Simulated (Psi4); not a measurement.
Psi4 input (wB97X-D/6-31G*):

```
memory 1500 MB

molecule {
0 2
C     0.05579033    1.15754012    0.28323632
C     0.06380645   -1.16293543    0.25834942
C     0.76494387    0.00613078   -0.32524909
C    -0.67692040    0.00170417   -0.37693512
H     0.02306974    1.28115780    1.36609250
H     0.06246247    2.08444980   -0.27861575
H     0.03202083   -1.30997191    1.33830284
H     0.07684004   -2.07751359   -0.32325246
H    -1.44011468    0.00724010   -1.13893632
symmetry c1
no_reorient
no_com
}

set {
  basis 6-31G*
  reference uks
  scf_type pk
  dft_radial_points 99
  dft_spherical_points 590
  e_convergence 1e-8
  d_convergence 1e-7
  maxiter 150
}

e = energy('wb97x-d')
print_out(f'\nFINAL {e:.10f} DIPOLE {variable("CURRENT DIPOLE")[0]:.6f} {variable("CURRENT DIPOLE")[1]:.6f} {variable("CURRENT DIPOLE")[2]:.6f}\n')
```

From the last part of the output:

```
  HONO-1 :   14  A 1.9992140
  HONO-0 :   15  A 1.0000000
  LUNO+0 :   16  A 0.0007860
  LUNO+1 :   17  A 0.0005749
  LUNO+2 :   18  A 0.0001509
  LUNO+3 :   19  A 0.0000545

Computation Completed

Properties will be evaluated at   0.000000,   0.000000,   0.000000 [a0]

Properties computed using the SCF density matrix

 Multipole Moments:

 ------------------------------------------------------------------------------------
     Multipole            Electronic (a.u.)      Nuclear  (a.u.)        Total (a.u.)
 ------------------------------------------------------------------------------------

 L = 1.  Multiply by 2.5417464519 to convert [e a0] to [Debye]
 Dipole X            :         -0.3585754           -0.0000002           -0.3585756
 Dipole Y            :         -0.0009753            0.0000001           -0.0009752
 Dipole Z            :         -0.0245713           -0.0000000           -0.0245713
 Magnitude           :                                                    0.3594178

 ------------------------------------------------------------------------------------

FINAL -155.2073572052 DIPOLE -0.358576 -0.000975 -0.024571

*** Psi4 exiting successfully. Buy a developer a beer!
```
